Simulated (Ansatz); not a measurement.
Bulk modulus (GPa) along a series of related solids, from rVV10 (Ansatz, a first-principles code, plane waves, PAW).

```json
[
 {"solid": "rock-salt MgO", "rVV10": "152", "measured": "170"},
 {"solid": "rock-salt CaO", "rVV10": "111", "measured": "120¶"},
 {"solid": "rock-salt SrO", "rVV10": "89.9", "measured": "91‡"},
 {"solid": "rock-salt BaO", "rVV10": "74.0", "measured": "74.1‡"}
]
```

rVV10 less measured, from the printed values: rock-salt MgO -10.6 %, rock-salt CaO -7.5 %, rock-salt SrO‡ -1.2 %, rock-salt BaO‡ -0.1 %.

A member of the series is missing where a level wasn't run or failed, where a doubt is noted on the run or the magnetic state, for phases of high temperature or layered ones, and where values are held back for tests.

Spin–orbit coupling is left out, also for the solids with elements from indium on (rock-salt BaO); its size isn't shown.

Each level is taken at its own relaxed cell. Ansatz's density-functional and Hartree–Fock values are scalar-relativistic unless marked +SOC, with PAW data made under PBE.

Measured values are for low temperature or corrected to a static lattice; ‡ marks uncorrected values at room or unstated temperature. References as tabulated in Santana et al. (2016), arXiv:1608.06321; Mejia-Rodriguez and Trickey (2018), arXiv:1807.09216; Chen et al. (2018), doi:10.1103/physrevmaterials.2.073803.

¶ marks references of a special kind: rock-salt CaO, 120 GPa (measured, low temperature, extrapolated to 0 K; as tabulated in Chen et al. (2018), doi:10.1103/physrevmaterials.2.073803).
